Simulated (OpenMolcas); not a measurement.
**Si3H8 (trisilane) in OpenMolcas**

Wanted: the vertical excitations of Si3H8 (trisilane).

Program for the calculation: OpenMolcas 26.06.

## (1) The structure to begin with

Si3H8: 11 atoms, total charge 0, spin state singlet. As SMILES, `[SiH3][SiH2][SiH3]`. The shape is that of a PBE0-D4/def2-TZVP optimisation.

Bond lengths: Si1–Si2 2.338 Å, Si2–Si3 2.338 Å, Si1–H4 1.488 Å, Si1–H5 1.488 Å, Si1–H6 1.488 Å, Si2–H7 1.490 Å, Si2–H8 1.490 Å, Si3–H9 1.488 Å, Si3–H10 1.488 Å, Si3–H11 1.488 Å. Some angles: Si1–Si2–Si3 110.4°, Si1–Si2–H7 109.6°, Si1–Si2–H8 109.6°, Si3–Si2–H7 109.6°, Si3–Si2–H8 109.6°, Si2–Si1–H4 111.2°, Si2–Si1–H5 109.8°, Si2–Si1–H6 109.8°, Si2–Si3–H9 109.8°, Si2–Si3–H10 109.8°.

## (2) The input as written

The input, step9.input:

```
>>> EXPORT MOLCAS_PRINT=2

&GATEWAY
 XBAS
 Si.ANO-R1
 H.ANO-R1
 End of Basis
 ZMAT
 Si1
 Si2 1 2.338317
 Si3 2 2.338307 1 110.38789
 H4 1 1.487629 2 111.23392 3 179.99075
 H5 1 1.487755 4 108.71795 2 121.00163
 H6 1 1.487749 4 108.71749 5 117.98517
 H7 2 1.490174 3 109.57709 1 120.7585
 H8 2 1.490176 7 108.11022 1 119.37557
 H9 3 1.487758 2 109.78916 7 -179.46986
 H10 3 1.487756 9 108.53752 2 120.00969
 H11 3 1.487625 10 108.71757 9 -118.09868
 End of ZMAT
 RICD
 Finite
 RX2C

&SEWARD

&RASSCF
 FileOrb=$CurrDir/step2.RasOrb
 Spin=2
 Nactel=6 0 0
 Inactive=22
 Ras2=6
 CIRoot=6 6 1
 OrbListing=Nothing
 OrbAppear=Compact

&CASPT2
 Multistate=all
```

On the command line:

```sh
$ export MOLCAS_MEM=1860
$ pymolcas step9.input > step9.log
```

The program printed:

```text
--- Start Module: gateway ---

                                              &GATEWAY

                       available to each process: 1.9 GB of memory, 1 thread

++    Symmetry information:
      ---------------------

                    Character Table for C1

                             E
                    a        1  x, y, xy, Rz, z, xz, Ry, yz, Rx, I
--

++    Basis set information:
      ----------------------

      Basis set label: SI.ANO-R...4S3P1D.

      Electronic valence basis set:
      ------------------
      Associated Effective Charge  14.000000 au
      Associated Actual Charge     14.000000 au
      Nuclear Model: Finite nucleus - Gaussian distribution
        Gaussian exponent, Xi/bohr**(-2):  4.34677E+08

      Shell  nPrim  nBasis  Cartesian Spherical Contaminant
         s      16       4        X
         p      11       3        X
         d       7       1                 X

      Basis set label: H.ANO-R...2S1P.

      Electronic valence basis set:
      ------------------
      Associated Effective Charge   1.000000 au
      Associated Actual Charge      1.000000 au
      Nuclear Model: Finite nucleus - Gaussian distribution
        Gaussian exponent, Xi/bohr**(-2):  2.12482E+09

[... 88 lines left out ...]
                  Velocity quadrupole around (  1.3969  -0.0000   3.4477 )
                  RI decomposed two-electron repulsion integrals stored Cholesky style
                   - acCD auxiliary basis
                   - CD Threshold:   1.00E-04

                   Integrals are discarded if absolute value <: 1.00E-14
                   Integral cutoff threshold is set to       <: 1.00E-16

            Nuclear Potential Energy            193.11781596 au

      Basis set specifications :
      Symmetry species         a
      Basis functions           94

--- Stop Module: seward /rc=_RC_ALL_IS_WELL_ ---
--- Module seward spent 2 seconds ---

--- Start Module: rasscf ---

                                              &RASSCF

                       available to each process: 1.9 GB of memory, 1 thread

 ******************** ERROR *********************
 ###############################################################################
 ###    ERROR: No such wave function.                                        ###
 ###############################################################################
 The following combined specifications are wrong.
 Nr of active electrons NACTEL=   6
 Nr of active orbitals     NAC=   6
 Spin degeneracy         ISPIN=   2
 There can be no such wave function.
 ************************************************
--- Stop Module: rasscf /rc=_RC_INPUT_ERROR_ ---

.####################.
.# User input error #.
.####################.

    Timing: Wall=3.41 User=3.12 System=0.26
```

Wall time 3.6 s (1 thread of Arm Neoverse V2, shared host); peak memory 0.087 GiB.

## (3) What went wrong

The program broke off before the end.

The telling line is `ERROR: No such wave function.`. What is wrong: the electron count doesn't fit the spin or reference typed: an even count needs an odd multiplicity, an odd count an even one.
